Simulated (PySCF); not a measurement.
# C₂H₂O: magnetic properties

What do calculations give for the magnetic properties of C₂H₂O (`C=C=O`)?

Programs: PySCF 2.14.0, with routines of our own; each step states its level. All values are computed. Atoms count from 0.

### Step 1. The starting structure

5 atoms, charge 0, multiplicity 1; geometry from: GFN2-xTB.

### Step 2. Relaxing the molecule at PBE0-D3(BJ)/def2-SVP

What the job is given:

```
{"job": {"xc": "PBE0", "basis": "def2-SVP", "d3": "d3bj", "grid": 1, "kind": "geom"}, "charge": 0, "multiplicity": 1}
C     -0.501155     0.015261     0.150200
C      0.730522    -0.020472    -0.226790
O      1.841199    -0.052777    -0.566428
H     -1.111105    -0.865879     0.135476
H     -0.950838     0.926720     0.490358
```

Run with:

```
$ OMP_NUM_THREADS=1 python excited_run.py task.json out
```

This one command runs all jobs of the session in turn.

Log:

```text
step   0  E = -152.31255428  max force = 0.032336
step   1  E = -152.31401591  max force = 0.002333
step   2  E = -152.31402030  max force = 0.000307
optimisation converged
```

Run time: 1.9 s. Hardware: 1 thread of Arm Neoverse V1, shared host; peak memory 0.25 GiB.

Along the way:

```csv
step,energy from step 0 (eV),largest force component (eV/Å)
0,0.0000,1.6628
1,-0.0398,0.1200
2,-0.0399,0.0158
```

Distances of close pairs at the start and the end, largest changes first:

```csv
bond,before (Å),after (Å),change (Å)
C0–C1,1.289,1.315,+0.026
C0–H4,1.072,1.090,+0.018
C0–H3,1.072,1.090,+0.018
C1–O2,1.162,1.161,-0.001
```

The end geometry stands in the next job.

```csv
at the end point,value
point group (found at 0.08 Å tolerance),C2v
"rotational constants (GHz, main isotopes)","278.6, 10.277, 9.911"
dipole moment (D),1.37
```

### Step 3. Magnetic properties: GIAO B3LYP/aug-cc-pVDZ

What the job is given:

```
{"job": {"kind": "mag", "xc": "B3LYP", "basis": "aug-cc-pVDZ"}, "charge": 0, "multiplicity": 1}
C     -0.523791    -0.042012     0.215177
C      0.730673    -0.072990    -0.176725
O      1.837930    -0.099230    -0.523933
H     -1.116708    -0.956418     0.191201
H     -0.955766     0.897686     0.559675
```

Level: GIAO B3LYP/aug-cc-pVDZ magnetisability, rotational g tensor and spin-rotation constants, non-relativistic, gas phase.

Log:

```text
coarse grid: 4504 points
cycle   1  E = -152.5315875489  dE =  4.624e-01  |g| = 6.507e-01  |ddm| = 5.758e+00
cycle   2  E = -152.2400604450  dE =  2.915e-01  |g| = 1.404e+00  |ddm| = 2.478e+00
cycle   3  E = -152.6043778023  dE = -3.643e-01  |g| = 2.150e-01  |ddm| = 1.717e+00
cycle   4  E = -152.6155710334  dE = -1.119e-02  |g| = 5.515e-02  |ddm| = 3.840e-01
cycle   5  E = -152.6162849936  dE = -7.140e-04  |g| = 1.549e-02  |ddm| = 9.890e-02
cycle   6  E = -152.6163529287  dE = -6.794e-05  |g| = 1.943e-03  |ddm| = 3.239e-02
cycle   7  E = -152.6163538262  dE = -8.975e-07  |g| = 2.038e-04  |ddm| = 2.894e-03
final grid: 44368 points
cycle   8  E = -152.6236092724  dE = -5.802e-06  |g| = 3.768e-03  |ddm| = 6.579e-02
cycle   9  E = -152.6235996020  dE =  9.670e-06  |g| = 7.895e-03  |ddm| = 1.635e-02
cycle  10  E = -152.6236123176  dE = -1.272e-05  |g| = 1.043e-03  |ddm| = 1.015e-02
cycle  11  E = -152.6236125749  dE = -2.573e-07  |g| = 4.367e-05  |ddm| = 1.664e-03
cycle  12  E = -152.6236125751  dE = -2.777e-10  |g| = 3.366e-05  |ddm| = 1.255e-04
cycle  13  E = -152.6236125754  dE = -2.070e-10  |g| = 1.389e-05  |ddm| = 6.656e-05
converged SCF energy = -152.6236125754

Magnetisability tensor (1e-30 J/T^2)
     -453.92       -0.44       16.52
       -0.44     -420.20       -4.48
       16.52       -4.48     -405.80
isotropic -426.64   principal values    -459.07   -421.13   -399.73
isotropic susceptibility -25.693 1e-6 cm^3/mol

Inertial axes            a          b          c
rot. const./GHz    278.6333    10.2765     9.9110
chi total           -27.646    -25.361    -24.072
chi diamagnetic     -38.268   -151.339   -155.729
chi paramagnetic     10.622    125.978    131.657
quadrupole/D A       -0.752      3.132     -2.380
g nuclear            0.9994     0.5717     0.5869
g electronic        -1.3904    -0.6082    -0.6130
g total             -0.3910    -0.0365    -0.0261

Spin-rotation constants (kHz, H = +C I.J)
atom  isotope        aa         bb         cc
  3     1H      -18.911     -0.054     -1.197
  4     1H      -18.935     -0.053     -1.197
  0    13C*      21.079      1.489      0.852
  1    13C*      66.896      4.627      4.823
  2    17O*     -91.368     -1.869     -4.355
* in the singly substituted isotopologue
```

Wall time 2.7 s (1 thread of Arm Neoverse V1, shared host); peak memory 0.42 GiB.

Key values:

```csv
quantity,value
magnetisability,-427·10⁻³⁰ J/T²
molar susceptibility,-25.7·10⁻⁶ cm³/mol
"rotational g (a, b, c)","-0.3910, -0.0365, -0.0261"
```

### Step 4. Magnetic properties: GIAO B3LYP/def2-SVP

What the job is given:

```
{"job": {"kind": "mag", "xc": "B3LYP", "basis": "def2-SVP"}, "charge": 0, "multiplicity": 1}
C     -0.523791    -0.042012     0.215177
C      0.730673    -0.072990    -0.176725
O      1.837930    -0.099230    -0.523933
H     -1.116708    -0.956418     0.191201
H     -0.955766     0.897686     0.559675
```

Method: GIAO B3LYP/def2-SVP magnetisability, rotational g tensor and spin-rotation constants, non-relativistic, gas phase.

Log:

```text
coarse grid: 4504 points
cycle   1  E = -152.3621254423  dE =  4.320e-01  |g| = 6.774e-01  |ddm| = 2.501e+00
cycle   2  E = -152.0396744168  dE =  3.225e-01  |g| = 1.469e+00  |ddm| = 1.451e+00
cycle   3  E = -152.4402583469  dE = -4.006e-01  |g| = 2.256e-01  |ddm| = 1.088e+00
cycle   4  E = -152.4527705076  dE = -1.251e-02  |g| = 6.001e-02  |ddm| = 2.325e-01
cycle   5  E = -152.4536427546  dE = -8.722e-04  |g| = 1.522e-02  |ddm| = 6.981e-02
cycle   6  E = -152.4537064524  dE = -6.370e-05  |g| = 2.135e-03  |ddm| = 1.713e-02
cycle   7  E = -152.4537075751  dE = -1.123e-06  |g| = 1.875e-04  |ddm| = 2.387e-03
final grid: 44368 points
cycle   8  E = -152.4883548932  dE = -7.910e-06  |g| = 4.274e-03  |ddm| = 1.468e-02
cycle   9  E = -152.4883399103  dE =  1.498e-05  |g| = 9.620e-03  |ddm| = 8.925e-03
cycle  10  E = -152.4883586300  dE = -1.872e-05  |g| = 6.968e-04  |ddm| = 6.840e-03
cycle  11  E = -152.4883587575  dE = -1.275e-07  |g| = 5.996e-05  |ddm| = 8.094e-04
cycle  12  E = -152.4883587580  dE = -4.513e-10  |g| = 4.280e-05  |ddm| = 7.814e-05
cycle  13  E = -152.4883587584  dE = -3.816e-10  |g| = 1.449e-05  |ddm| = 4.388e-05
converged SCF energy = -152.4883587584

Magnetisability tensor (1e-30 J/T^2)
     -439.31       -1.64       10.94
       -1.64     -431.83       -6.14
       10.94       -6.14     -407.09
isotropic -426.08   principal values    -442.68   -433.19   -402.36
isotropic susceptibility -25.659 1e-6 cm^3/mol

Inertial axes            a          b          c
rot. const./GHz    278.6333    10.2765     9.9110
chi total           -26.659    -26.087    -24.231
chi diamagnetic     -37.393   -150.516   -155.145
chi paramagnetic     10.734    124.429    130.914
quadrupole/D A       -0.946      3.025     -2.079
g nuclear            0.9994     0.5717     0.5869
g electronic        -1.4051    -0.6007    -0.6096
g total             -0.4056    -0.0290    -0.0226

Spin-rotation constants (kHz, H = +C I.J)
atom  isotope        aa         bb         cc
  3     1H      -19.100     -0.082     -1.210
  4     1H      -19.122     -0.081     -1.209
  0    13C*      22.752      1.483      0.838
  1    13C*      68.820      4.500      4.702
  2    17O*     -95.456     -1.798     -4.405
* in the singly substituted isotopologue
```

Run time: 1.4 s. Hardware: 1 thread of Arm Neoverse V1, shared host; peak memory 0.35 GiB.

In short:

```csv
quantity,value
magnetisability,-426·10⁻³⁰ J/T²
molar susceptibility,-25.7·10⁻⁶ cm³/mol
"rotational g (a, b, c)","-0.4056, -0.0290, -0.0226"
```

### Step 5. Magnetic properties side by side

```csv
level,ξ (10⁻³⁰ J/T²),g(a),g(b),gap (eV),functions,time
GIAO B3LYP/aug-cc-pVDZ,-427,-0.3910,-0.0365,5.59,87,2.7 s
GIAO B3LYP/def2-SVP,-426,-0.4056,-0.0290,5.63,52,1.4 s
```

### Step 6. Summary of results

| quantity | value |
| --- | --- |
| point group | C2v |
| rotational constants (main isotopes) | 278.63, 10.28, 9.91 GHz |
| magnetisability (step 3, GIAO B3LYP/aug-cc-pVDZ) | -427·10⁻³⁰ J/T² |
| molar susceptibility (step 3, GIAO B3LYP/aug-cc-pVDZ) | -25.7·10⁻⁶ cm³/mol |
| rotational g (a, b, c) (step 3, GIAO B3LYP/aug-cc-pVDZ) | -0.3910, -0.0365, -0.0261 |
| magnetisability over the levels | -427 to -426·10⁻³⁰ J/T² |

**Reading.** The optimisation took 2 steps and gained 0.040 eV; among the close pairs (by a distance rule), C0–C1 changed most, from 1.289 to 1.315 Å. The magnetisability spreads by 0.1 % over 2 levels, from GIAO B3LYP/aug-cc-pVDZ (2.7 s) to GIAO B3LYP/def2-SVP (1.4 s); the runs took 1.4 s to 2.7 s. Two levels can agree by chance, so this spread shows no convergence. Vibrational averaging and real surroundings are missing from these values.
